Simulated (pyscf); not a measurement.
Elementary routes open to SiH₄ (SMILES [SiH4]) + H₂C=O (SMILES C=O) in the gas phase (singlet surface):
A. SiH₂ (SMILES [SiH2]) [singlet] + H₃C–OH (SMILES CO) (H–Si, H–Si broken; C–H, H–O formed)
B. H₃C–O–SiH₃ (SMILES CO[SiH3]) (H–Si broken; C–H, O–Si formed)

Structures and frequencies: ωB97X-D3(BJ)/def2-SVP in PySCF. MP2 and CC: frozen core, UHF for open shells. ΔMP2 is the change of the MP2 total energy from the triple- to the quadruple-zeta basis.

Question: Rank the routes by free-energy barrier at 600 K, lowest first, for CCSD(T)/def2-TZVPP + ΔMP2(QZVPP) energies (ideal gas, 1 atm, RRHO with modes under 100 cm⁻¹ raised to 100, one conformer, R ln 2 for chiral ones without a mode under 150 cm⁻¹).

Answer: B (55.2 kcal/mol), A (72.4 kcal/mol)

Route B is the fastest of these, ahead of the next by 17.3 kcal/mol. The most stable products are those of B (ΔG = -21.9 kcal/mol), so kinetics and thermodynamics agree. At 1200 K B is still the fastest. A: On the product side the descent ends in a complex, 6.2 kcal/mol under the separated species and 26.4 kcal/mol under the saddle at ωB97X-D3(BJ)/def2-TZVP. Only these routes are compared; each barrier is that of the saddle found, and lower ones may exist. The CCSD(T) − MP2 part came from Ansatz, without density fitting, on the same reference.
